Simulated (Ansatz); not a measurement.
# C2H7B: small, medium and large basis sets

An exercise on one series of results from a longer session: the logs are not shown, and one member is left open.

Computed with Ansatz 0.2.0, Gaussian basis. Level: one geometry, several basis sets.

Levels to be run: PBE0-D4/def2-SVP; ωB97M-V/def2-SVP; PBE0-D4/def2-QZVPP; ωB97M-V/def2-QZVPP; the functionals' def2-TZVPP values are taken from earlier runs.

1 further run of the same task is left out (it didn't finish).

## The relaxed structure

All runs share one geometry, relaxed beforehand with PBE0-D4 in a triple-zeta def2 set.

10 atoms, charge 0, spin multiplicity 1.

Atoms are counted from 1 here; the program's logs count them from 0.

Bond lengths: B1–C2 1.551 Å, B1–H4 1.200 Å, B1–H5 1.199 Å, C2–C3 1.522 Å, C2–H6 1.102 Å, C2–H7 1.102 Å, C3–H8 1.093 Å, C3–H9 1.093 Å, C3–H10 1.093 Å. Angles: C2–B1–H4 122.2°, C2–B1–H5 119.5°, H4–B1–H5 118.3°, B1–C2–C3 118.3°, B1–C2–H6 106.6°, B1–C2–H7 106.4°, C3–C2–H6 111.1°, C3–C2–H7 111.1°, H6–C2–H7 102.1°, C2–C3–H8 112.2°, C2–C3–H9 111.1°, C2–C3–H10 111.1°, H8–C3–H9 107.6°, H8–C3–H10 107.6°, H9–C3–H10 107.0°.

Set-up of the first run:

in.yaml

```yaml
crystal:
  periodic: [false, false, false]
  atoms:
    - {symbol: B, position_ang: [-0.923210, 0.854798, -0.729486]}
    - {symbol: C, position_ang: [0.421651, 0.293702, -0.198976]}
    - {symbol: C, position_ang: [0.384679, -0.913562, 0.727584]}
    - {symbol: H, position_ang: [-1.979572, 0.366607, -0.436251]}
    - {symbol: H, position_ang: [-0.919642, 1.807106, -1.458273]}
    - {symbol: H, position_ang: [0.950743, 1.138143, 0.271351]}
    - {symbol: H, position_ang: [1.046765, 0.094146, -1.084459]}
    - {symbol: H, position_ang: [1.384300, -1.226748, 1.039260]}
    - {symbol: H, position_ang: [-0.190330, -0.697610, 1.631363]}
    - {symbol: H, position_ang: [-0.092286, -1.767782, 0.240887]}
basis:
  gaussian: {orbitals: def2-SVP}
hamiltonian: {xc: pbe0, dispersion: d4}
output: {orbitals: {seedname: orbitals}}
```

Steps of the session up to this table: PBE0-D4 in def2-SVP; ωB97M-V in def2-SVP; PBE0-D4 in def2-QZVPP; ωB97M-V in def2-QZVPP.

One table of the session follows, with a row left open; its other results are not shown here.

It belongs to the step «Density functionals: the series». 

| functional | basis | HOMO (eV) |
| --- | --- | --- |
| PBE0-D4 | def2-SVP | -8.77 |
| PBE0-D4 | def2-TZVPP | -8.79 |
| PBE0-D4 | def2-QZVPP | ? |
| ωB97M-V | def2-SVP | -11.08 |
| ωB97M-V | def2-TZVPP | -11.13 |
| ωB97M-V | def2-QZVPP | -11.13 |

Estimate the missing values for PBE0-D4, def2-QZVPP.

**Answer.** HOMO (eV): -8.80. In the column «HOMO (eV)» it lies between ωB97M-V, def2-SVP (-11.08) and PBE0-D4, def2-TZVPP (-8.79).
